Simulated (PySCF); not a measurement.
**Rock-salt MgS**

Calculation: Hartree–Fock (PySCF, GTH pseudopotentials, Gaussian basis).

Cell (relaxed at this level):

```cif
data_Mg4S4
_chemical_formula_sum 'Mg4 S4'
_space_group_name_H-M_alt 'Fm-3m'
_space_group_IT_number 225
_space_group_name_Hall '-F 4 2 3'
_cell_length_a 5.28343
_cell_length_b 5.28343
_cell_length_c 5.28343
_cell_angle_alpha 90.000
_cell_angle_beta 90.000
_cell_angle_gamma 90.000
loop_
_atom_site_label
_atom_site_type_symbol
_atom_site_symmetry_multiplicity
_atom_site_Wyckoff_symbol
_atom_site_fract_x
_atom_site_fract_y
_atom_site_fract_z
_atom_site_occupancy
Mg1 Mg 4 a 0.00000 0.00000 0.00000 1
S1 S 4 b 0.50000 0.50000 0.50000 1
```
(The calculation used a cell of 2 atoms; values per cell refer to that cell.)

```yaml
bulk modulus B0: 77.6 GPa ± 2
cohesive_energy: 2.86 eV/atom ± 0.08
pressure derivative B′ of the bulk modulus: 4.0
```

Measured, for comparison: bulk modulus 81 GPa, cohesive energy 4.04 eV/atom (corrected for zero-point motion; as tabulated in Goldzak et al. (2022), arXiv:2208.04865). Computed (rounded) less measured: bulk modulus -4 %, cohesive energy -1.18 eV/atom.

A ± is a rough bar: the spread of an extrapolation, a floor set from checks against published values, or a statistical error.
